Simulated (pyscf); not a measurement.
HO–Si(OH)(F)–F + H• -> HO–Si•(OH)–F + HF, an atom transfer (doublet surface; F–Si broken, F–H formed). Structures and frequencies: ωB97X-D3(BJ)/def2-SVP in PySCF. Energies in kJ/mol from the separated reactants.

Small-basis levels: PySCF, no dispersion term, spherical d functions. AM1 to PM7: differences of heats of formation from MOPAC, which are fitted to 298 K values and so differ in kind from electronic energies by zero-point and thermal terms. GFN2-xTB: tblite. Open shells are spin-unrestricted. 

| level | barrier | reaction energy |
|---|---|---|
| HF/6-31G* | 347.0 | +176.9 |
| B3LYP/3-21G | 139.6 | +153.7 |
| B3LYP/LANL2DZ | 98.1 | +21.9 |
| M06-2X/6-31G* | 235.6 | +153.6 |
| B3LYP/6-311+G** | 160.6 | +58.8 |
| B3LYP/def2-SVP | 182.1 | +107.2 |
| GFN2-xTB | 413.7 | +201.2 |
| AM1 | 56.4 | -20.6 |
| PM6 | 101.2 | +103.5 |
| ωB97M-D3(BJ)/def2-TZVP | 220.2 | +118.9 |

Against the last row the barrier runs from -163.8 (AM1) to +193.5 kJ/mol (GFN2-xTB). At B3LYP/3-21G, PM6 this geometry lies under one side, so the entry may be no barrier of that level: it is a single point on another level's saddle. ωB97M-D3(BJ)/def2-TZVP has limits of its own. On the product side the descent ends in a complex, 23.4 kJ/mol under the separated species and 142.2 kJ/mol under the saddle at ωB97X-D3(BJ)/def2-TZVP. At ωB97X-D3(BJ)/def2-TZVP the barrier from the zero used here is 235.7 kJ/mol. One saddle was located; it need not be the lowest between these sides. The angle at the transferred F is 147°.
